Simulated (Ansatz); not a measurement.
Solid iodine, treated with r²SCAN (PAW; Ansatz, a first-principles code).

Numerical settings: plane-wave cutoff 600 eV, 6×6×2 k mesh (along the axes of the cell as run), finite displacements, scalar-relativistic PAW data made under PBE.

Cell (relaxed at this level):

I is modelled in the orthorhombic space group Cmce (No. 64), Pearson symbol oS8. Lattice parameters: a = 7.7353 Å, b = 4.6409 Å, c = 9.8621 Å, α = β = γ = 90.00°. I on 8f is surrounded by 1 I at 2.770 Å. (Neighbours: up to the widest gap in distance over summed covalent radii, below 1.35, at either atom.)
(The calculation used a cell of 4 atoms; values per cell refer to that cell.)

Predict the high-frequency dielectric constant (mean over three axes).


* **high-frequency dielectric constant (mean over three axes)**: 8.95

Note: the cell comes from a level without a dispersion term, which matters for the spacing of layers, chains or molecules; the run finds an imaginary mode (33i cm⁻¹), so the cell is a saddle point at this level.

Spin–orbit coupling is not included.
